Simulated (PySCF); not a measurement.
# Which functional comes closest?

Molecule: SMILES Fc1cccs1, C₄H₃FS.

Bonds (- single, = double, # triple, : aromatic): F1-C2 1.319 Å, C2:C3 1.363 Å, C3:C4 1.427 Å, C4:C5 1.367 Å, C5:S6 1.725 Å, S6:C2 1.729 Å. C3 carries H7; C4 carries H8; C5 carries H9.

Geometry PBE0-D3(BJ)/def2-SVP throughout; GIAO in PySCF 2.14, gas phase, one conformer, non-relativistic; equivalent atoms averaged; basis pcSseg-2.

Reference values (estimated from measurements, as parent shift plus tabulated substituent increments; solution, not stated per compound (mostly CDCl3 or CCl4); Pretsch, Buehlmann, Badertscher, Structure Determination of Organic Compounds, 4th ed. (2009)): δ(H7) = 6.31 ppm, δ(H8) = 6.55 ppm, δ(H9) = 6.45 ppm. Computed shifts are taken against TMS, calculated as an isolated molecule at each level.

Task: How do the functionals HF, LDA, PBE, BLYP, BP86, OPBE, KT2, KT3, B97-D, B3LYP, PBE0, mPW1PW91, WP04, B97-2, BHandHLYP, CAM-B3LYP, wB97X-D, LC-wPBE perform against the reference? Times are CPU seconds on shared hosts with different chips, so compare them loosely.

Result: 
| functional | kind | H7 | H8 | H9 | mean abs. error H | core-s |
| --- | --- | --- | --- | --- | --- | --- |
| HF | Hartree–Fock | 6.63 | 6.94 | 6.77 | 0.34 | 27 |
| LDA | LDA | 6.62 | 6.88 | 6.56 | 0.25 | 50 |
| PBE | GGA | 6.54 | 6.84 | 6.49 | 0.19 | 63 |
| BLYP | GGA | 6.50 | 6.77 | 6.43 | 0.14 | 62 |
| BP86 | GGA | 6.52 | 6.82 | 6.47 | 0.17 | 62 |
| OPBE | GGA | 6.55 | 6.90 | 6.54 | 0.23 | 62 |
| KT2 | GGA | 6.49 | 6.75 | 6.40 | 0.14 | 39 |
| KT3 | GGA | 6.47 | 6.75 | 6.41 | 0.13 | 39 |
| B97-D | GGA | 6.48 | 6.78 | 6.45 | 0.13 | 37 |
| B3LYP | global hybrid | 6.57 | 6.83 | 6.56 | 0.22 | 27 |
| PBE0 | global hybrid | 6.62 | 6.91 | 6.64 | 0.29 | 27 |
| mPW1PW91 | global hybrid | 6.60 | 6.89 | 6.63 | 0.27 | 44 |
| WP04 | global hybrid | 6.39 | 6.64 | 6.49 | 0.07 | 27 |
| B97-2 | global hybrid | 6.56 | 6.86 | 6.59 | 0.23 | 28 |
| BHandHLYP | global hybrid | 6.63 | 6.89 | 6.70 | 0.30 | 28 |
| CAM-B3LYP | range-separated hybrid | 6.62 | 6.88 | 6.69 | 0.29 | 38 |
| wB97X-D | range-separated hybrid | 6.59 | 6.90 | 6.70 | 0.29 | 38 |
| LC-wPBE | range-separated hybrid | 6.62 | 6.96 | 6.81 | 0.36 | 54 |

For ¹H the closest is WP04 (0.07 ppm) and the furthest LC-wPBE (0.36 ppm). One molecule is a small sample, and vibrational and solvent effects are absent from the calculation.
